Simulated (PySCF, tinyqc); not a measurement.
The basis set: RHF and MP2 along a ladder of basis sets, for CH2, spin multiplicity 1. Computed by the program tinyqc with PySCF. Command: `OMP_NUM_THREADS=1 python tinyqc.py 113819 113820 out.jsonl`; one thread of a shared host (Intel(R) Xeon(R) Processor @ 2.60GHz), about 2 s.

Geometry (angstrom):

| atom | x | y | z |
|---|---|---|---|
| C | 0.0000 | 0.0000 | 0.0000 |
| H | 0.0000 | 0.9280 | 0.4210 |
| H | 0.0000 | -0.9280 | 0.4210 |

Same geometry throughout; the dipole is taken about the origin.

RHF and frozen-core MP2 in a ladder of bases:

| basis | functions | E(RHF) (hartree) | E(MP2 corr) (hartree) | HOMO (eV) | LUMO (eV) | dipole (debye) |
|---|---|---|---|---|---|---|
| sto-3g | 7 | -38.33238 | -0.02904 | -7.310 | 6.449 | 1.600 |
| 3-21g | 13 | -38.63073 | -0.06195 | -9.130 | 2.302 | 2.109 |
| 6-31g | 13 | -38.83393 | -0.06121 | -9.153 | 2.117 | 2.135 |
| 6-31g** | 24 | -38.85310 | -0.10720 | -9.292 | 2.168 | 1.839 |
| cc-pvdz | 24 | -38.85637 | -0.10649 | -9.449 | 1.856 | 1.774 |
| aug-cc-pvdz | 41 | -38.86124 | -0.11216 | -9.666 | 0.745 | 1.739 |
| cc-pvtz | 58 | -38.87154 | -0.13660 | -9.620 | 1.434 | 1.755 |

From cc-pVDZ to cc-pVTZ the RHF energy falls by 15.2 mhartree and the correlation energy by 30.1. If valence correlation converges as X^-3, (27 E(T) - 8 E(D))/19 gives -0.1493 hartree, a rough estimate from such small X that usually falls short; STO-3G holds about 19 % of it. Beyond STO-3G the LUMO moves by 1.6 eV and the HOMO by 0.5 eV. The restricted reference is unstable here: a spin-polarised solution lies 0.0367 hartree lower (PySCF, cc-pVDZ), so results built on it describe a poor reference.
